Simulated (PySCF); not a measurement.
**Sulfur: a sound run and one with changed settings**

Sound run: S [Ne] 3s2 3p4, S⁺ [Ne] 3s2 3p3. Computed with PySCF 2.14 in def2-SVP, with no relativity, point nucleus. In the sound run the correlated levels freeze [Ne]. The sound run starts from symmetry-adapted Hartree-Fock orbitals and uses a fine grid where one is needed.

Changed run: scalar relativity by spin-free X2C-1e. This setting is unsound on purpose.

| species | method | sound run (hartree) | changed run (hartree) | converged |
| --- | --- | --- | --- | --- |
| S | UHF | -397.36640 | -398.33113 | yes |
| S | PBE0 | -397.83788 | -398.80208 | yes |
| S | M06-L | -397.97692 | -398.94124 | yes |
| S | MP2 | -397.44843 | -398.41322 | yes |
| S | CCSD(T) | -397.46790 | -398.43266 | yes |
| S⁺ | UHF | -397.02866 | -397.99382 | yes |
| S⁺ | PBE0 | -397.45791 | -398.42259 | yes |
| S⁺ | M06-L | -397.59294 | -398.55763 | yes |
| S⁺ | MP2 | -397.09698 | -398.06216 | yes |
| S⁺ | CCSD(T) | -397.11630 | -398.08143 | yes |

Ionisation energy of S:

```json
{"method": "UHF", "sound run (eV)": "9.190", "changed run (eV)": "9.178"}
{"method": "PBE0", "sound run (eV)": "10.340", "changed run (eV)": "10.326"}
{"method": "M06-L", "sound run (eV)": "10.449", "changed run (eV)": "10.438"}
{"method": "MP2", "sound run (eV)": "9.563", "changed run (eV)": "9.553"}
{"method": "SCS-MP2", "sound run (eV)": "9.603", "changed run (eV)": "9.593"}
{"method": "CCSD", "sound run (eV)": "9.563", "changed run (eV)": "9.553"}
{"method": "CCSD(T)", "sound run (eV)": "9.568", "changed run (eV)": "9.558"}
```

Most of the change in total energy is the relativistic energy itself. On top of that the contraction fixes the core shape for the Hamiltonian it was made with, so the changed run is not a good calculation with the other Hamiltonian either.

For comparison, NIST gives 10.360 eV between the lowest levels.
